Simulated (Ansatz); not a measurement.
Relaxation of CH4BCl (7 atoms, charge 0, multiplicity 1), to a largest force component of 0.03 eV/Å in at most 50 steps.

The calculation used Ansatz, RKS PBE-D4/def2-SVP.

```xyz
7
Properties=species:S:1:pos:R:3
B 0.399 0.008 0.015
C 0.764 -0.029 1.543
H -0.061 -0.227 2.256
H 1.586 -0.761 1.708
H 1.223 0.957 1.791
H 1.331 0.146 -0.715
Cl -1.224 -0.094 -0.638
```

Task: Where does it end, and by what steps?

Result: The run converged. After 4 steps the energy has fallen by 0.047 eV; H6 moved furthest, 0.11 Å.

```
step  energy less start (eV)  largest force component (eV/Å)  accepted
   0                  0.0000                           0.897       yes
   1                 -0.0400                           0.360       yes
   2                 -0.0399                           0.354        no
   3                 -0.0455                           0.168       yes
   4                 -0.0468                           0.026       yes
```

```xyz
7
Properties=species:S:1:pos:R:3
B 0.445 0.020 0.025
C 0.768 -0.022 1.549
H -0.097 -0.214 2.214
H 1.563 -0.776 1.744
H 1.234 0.949 1.834
H 1.308 0.164 -0.820
Cl -1.203 -0.121 -0.585
```

Whether the end is a true minimum wasn't checked by a vibrational analysis.

Run time: 9.8 s on 1 thread of Arm Neoverse V1, with other jobs on the host, peak memory 0.13 GiB.
